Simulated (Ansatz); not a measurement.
Input file:

```yaml
crystal:
  periodic: [false, false, false]
  atoms:
    - {symbol: H, position_ang: [-2.137814, 0.000000, 0.000000]}
    - {symbol: H, position_ang: [-1.444814, 0.000000, 0.000000]}
    - {symbol: C, position_ang: [0.240186, 0.000000, 0.000000]}
    - {symbol: H, position_ang: [0.240186, -1.080023, 0.000000]}
    - {symbol: H, position_ang: [0.240186, 0.540011, 0.935327]}
    - {symbol: H, position_ang: [0.240186, 0.540012, -0.935327]}
basis:
  gaussian: {orbitals: 6-31G}
magnetization: {spin_polarized: false, initial_magnetization: 1}
correlation: {method: fic_mrcisd_q, electrons: valence, active_space: {window: {electrons: 9, orbitals: 7}}}
```

```sh
$ ansatz run in.yaml --threads 1 --pin off --events-out ev --progress --plain --max-ram 2393MiB
```

The program prints:

```
287 factors; integrals over basis functions are off by at most 1.1e-3 eV
mean field evaluation 1: about -1105.2592 eV, gradient 1.3e1 eV
mean field evaluation 2: about -1105.2549 eV, gradient 1.3e1 eV
mean field evaluation 4: about -1105.9713 eV, gradient 1.5e0 eV
mean field evaluation 8: about -1105.9804 eV, gradient 1.6e-5 eV
mean field -1105.98035550 eV, -40.6440284042 hartree, gradient 1.0e-6 eV, S^2 0.750000; 0 other end points of the search recorded, 0 dependent functions left out
reference -1105.98035550 eV, -40.6440284042 hartree; 6, 5 occupied and 13, 14 virtual orbitals, 287 factors
state -1107.02082275 eV, -40.6822648703 hartree
contracted CI cycle   1: correlation 0.00000000 eV, 0.0000000000 hartree, residual 1.19e1 eV
contracted CI cycle   2: correlation -2.10118513 eV, -0.0772171294 hartree, residual 3.01e0 eV
contracted CI cycle   3: correlation -2.24298087 eV, -0.0824280268 hartree, residual 7.67e-1 eV
contracted CI cycle   4: correlation -2.25274514 eV, -0.0827868569 hartree, residual 2.20e-1 eV
contracted CI cycle   5: correlation -2.25349265 eV, -0.0828143273 hartree, residual 4.96e-2 eV
contracted CI cycle   6: correlation -2.25353170 eV, -0.0828157626 hartree, residual 1.10e-2 eV
contracted CI cycle   7: correlation -2.25353355 eV, -0.0828158303 hartree, residual 2.72e-3 eV
contracted CI cycle   8: correlation -2.25353366 eV, -0.0828158346 hartree, residual 6.54e-4 eV
state -1107.02082275 eV, -40.6822648703 hartree; corrected -1109.36712258 eV, -40.7684897987 hartree
Total energy: -1109.36712258 eV, -40.7684897987 hartree
```

Ran on 1 thread of Arm Neoverse V2, shared host: 2.6 s wall, 0.14 GiB peak host memory.
